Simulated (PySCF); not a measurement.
C3H6. Atoms are numbered in the order given.

```xyz
9

C     -0.1633     1.2269     0.0000
C      0.4541    -0.1314     0.0000
C     -0.2199    -1.2763     0.0000
H      0.1524     1.8017     0.8769
H      0.1524     1.8017    -0.8769
H     -1.2536     1.1701     0.0000
H      1.5429    -0.1629     0.0000
H     -1.3060    -1.2917     0.0000
H      0.2871    -2.2342     0.0000
```
Charge 0, spin multiplicity 1.

Coordinates come from a r2SCAN-D4/def2-TZVP optimisation.

All values below come from PBE0/pcSseg-1 in PySCF.

GIAO shieldings, no solvent; atoms listed in one row are averaged. δ = σ(ref) − σ: ¹³C against TMS (σ = 186.3 ppm); ¹H against TMS (σ = 31.56 ppm), references at their B3LYP-D3(BJ)/def2-TZVP geometries, non-relativistic.

**Question.** Estimate the chemical shifts. (Estimate from the structure and the level; the computed values follow.)

**Answer.** 
| nucleus | atoms | count | δ (ppm) |
|---|---|---|---|
| ¹³C | C2 | 1 | 144.0 |
| ¹³C | C3 | 1 | 123.8 |
| ¹³C | C1 | 1 | 23.3 |
| ¹H | H7 | 1 | 6.15 |
| ¹H | H8 | 1 | 5.47 |
| ¹H | H9 | 1 | 5.33 |
| ¹H | H4, H5, H6 | 3 | 1.86 |
